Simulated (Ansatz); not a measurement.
The inner images of a band of FH₃Si (5 atoms, charge 0, multiplicity 1) are given out of order.

Level of theory: Ansatz, RKS r2SCAN-D4/def2-SVP.

Image 0:

```xyz
5
Properties=species:S:1:pos:R:3
Si 0.248 -0.012 0.176
H 0.237 0.007 1.664
H 1.647 0.007 -0.331
F -0.517 1.316 -0.366
H -0.469 -1.213 -0.332
```

Image 8:

```xyz
5
Properties=species:S:1:pos:R:3
Si 0.166 -0.021 -0.775
H 0.851 -0.248 1.166
H 1.424 0.080 0.719
F -0.680 1.333 -0.384
H -0.614 -1.038 0.085
```

**Question.** Put them in order from the first end to the last, with their energies above the first end.
A.
```xyz
5
Properties=species:S:1:pos:R:3
Si 0.256 0.014 -0.452
H 0.581 -0.237 1.187
H 1.500 0.104 0.413
F -0.643 1.376 -0.357
H -0.549 -1.151 0.019
```
B.
```xyz
5
Properties=species:S:1:pos:R:3
Si 0.237 -0.005 0.126
H 0.312 -0.067 1.593
H 1.681 0.065 -0.215
F -0.540 1.319 -0.417
H -0.546 -1.205 -0.276
```
C.
```xyz
5
Properties=species:S:1:pos:R:3
Si 0.236 0.015 -0.176
H 0.462 -0.216 1.296
H 1.645 0.134 0.190
F -0.627 1.376 -0.391
H -0.570 -1.203 -0.108
```
D.
```xyz
5
Properties=species:S:1:pos:R:3
Si 0.251 0.015 -0.315
H 0.511 -0.232 1.237
H 1.580 0.122 0.310
F -0.635 1.381 -0.375
H -0.561 -1.180 -0.046
```
E.
```xyz
5
Properties=species:S:1:pos:R:3
Si 0.237 0.001 -0.617
H 0.712 -0.214 1.127
H 1.396 0.070 0.563
F -0.647 1.358 -0.341
H -0.554 -1.109 0.078
```
F.
```xyz
5
Properties=species:S:1:pos:R:3
Si 0.228 0.004 0.049
H 0.369 -0.130 1.490
H 1.698 0.101 -0.080
F -0.569 1.341 -0.432
H -0.580 -1.210 -0.218
```
G.
```xyz
5
Properties=species:S:1:pos:R:3
Si 0.228 0.010 -0.051
H 0.414 -0.180 1.385
H 1.686 0.123 0.061
F -0.599 1.364 -0.420
H -0.584 -1.211 -0.163
```

**Answer.** B (+0.10 eV), F (+0.46 eV), G (+1.08 eV), C (+1.87 eV), D (+2.54 eV), A (+2.78 eV), E (+2.47 eV).

The run took 99 s on 1 thread of Arm Neoverse V1, with other jobs on the host, peak memory 0.1 GiB.
